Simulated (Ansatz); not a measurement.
**Worked example: CCl3F + CH2F → CCl2F + CH2ClF**

Species: CCl3F (trichlorofluoromethane) `FC(Cl)(Cl)Cl`, singlet; CH2F `[CH2]F`, doublet; CCl2F (dichlorofluoromethyl radical) `F[C](Cl)Cl`, doublet; CH2ClF (chlorofluoromethane) `FCCl`, singlet. A radical takes Cl: the energy is the difference in strength between two C–Cl bonds in different surroundings.

Shapes, held fixed at every level: PBE0-D4/def2-TZVP. Programs: Ansatz 0.2.0. The zero-point and thermal change to 298 K, harmonic and unscaled (PBE0-D4/def2-TZVP), is +8.2 kJ/mol.

At CCSD(T)/CBS estimate; 1 Eh = 2625.50 kJ/mol:

| species | energy (Eh) |
| --- | --- |
| CCl3F | -1517.149520 |
| CH2F | -138.960355 |
| CCl2F | -1057.316131 |
| CH2ClF | -598.811393 |

Q: Work out ΔH(298 K) of the reaction at this level.

A: 
1. Products less reactants: (-1057.316131) + (-598.811393) − [(-1517.149520) + (-138.960355)] = -0.017649 Eh = -46.3 kJ/mol.
2. With the thermal change: -46.3 + (+8.2) = -38.1 kJ/mol.

Other levels give -48.0 (SPW92/def2-TZVPP) to -34.0 kJ/mol (MP2/def2-TZVPP). No measured value is set beside it here. Open shells run unrestricted unless RO is named. The CBS estimate extrapolates MP2 from def2-TZVPP and def2-QZVPP and adds CCSD(T) − MP2 in the triple-zeta set, cores frozen.
